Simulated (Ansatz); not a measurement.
## Worked example: correlation energy of H$_{2}$As–AsH, doublet

Geometry: displaced at random from a stationary point.

```xyz
5

As    0.1271    0.0257    1.1949
As   -0.1033   -0.0345   -1.2130
H    -1.3017    0.7093    1.3519
H    -0.5020   -1.4335    1.3695
H     0.0378    1.3834   -1.3688
```

Basis cc-pVDZ; Ansatz 0.2.0. Only valence electrons are correlated (noble-gas cores and the filled d shells of p-block atoms frozen), which leaves 13 electrons in 41 orbitals. Prefix R: restricted or restricted open-shell reference; prefix U: unrestricted. No spin–orbit coupling is included, and no scalar relativity.

Full CI isn't at hand for all of this; UCCSDT(Q) serves as the reference, and is uncertain by the last step of the cluster series or more.

UCCSD has a T1 diagnostic of 0.015 and a largest doubles amplitude of 0.07.

Runs differ by some tens of microhartree through their thresholds and, for an open shell, their frozen cores, so steps under 0.03 kcal/mol mean nothing.

```json
{"level": "UHF", "total energy (hartree)": "-4470.068447"}
{"level": "UMP2", "total energy (hartree)": "-4470.272419"}
{"level": "UCCSD", "total energy (hartree)": "-4470.312724"}
{"level": "UCCSD(T)", "total energy (hartree)": "-4470.319860"}
{"level": "UCCSDT", "total energy (hartree)": "-4470.320963"}
{"level": "UCCSDT(Q)", "total energy (hartree)": "-4470.321383"}
```

Problem. What is the correlation energy at UCCSDT(Q), and what share of it do UMP2 and UCCSD recover?

Solution. E(corr) = -4470.321383 − (-4470.068447) = -0.252936 hartree = -6.883 eV. UMP2: -0.203972 / -0.252936 = 80.64 %. UCCSD: -0.244277 / -0.252936 = 96.58 %.

Problem. By how many kcal/mol does UCCSD(T) miss UCCSDT(Q) (1 hartree = 627.509 kcal/mol), and which steps make up the rest?

Solution. -4470.319860 − (-4470.321383) = 0.001523 hartree = 0.96 kcal/mol. Steps: UCCSDT − UCCSD(T) = -0.69, UCCSDT(Q) − UCCSDT = -0.26 kcal/mol. Differences between like states or geometries often cancel part of this.
